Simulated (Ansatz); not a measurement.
Candidates: fcc Ag, hcp Zn, fcc Au, white tin (β-Sn), bcc Ba, bcc Cs. Level: PBEsol (plane waves, PAW; Ansatz, a quantum-chemistry and plane-wave program).

Ansatz's runs of these crystals have no spin polarisation.

Spin–orbit coupling is left out, also for the solids with elements from indium on (fcc Au, white tin (β-Sn), bcc Ba, bcc Cs); its size isn't shown.

Each level is taken at its own relaxed cell. Ansatz's density-functional and Hartree–Fock values are scalar-relativistic unless marked +SOC, with PAW data made under PBE.

Question: Which of them have a computed elastic constant C44 between 31 and 50 GPa?

Answer: hcp Zn, fcc Au. The values: fcc Ag 55.8 GPa; hcp Zn 43.2 GPa; fcc Au 39.6 GPa; white tin (β-Sn) 23.1 GPa; bcc Ba 11.3 GPa; bcc Cs 1.48 GPa.
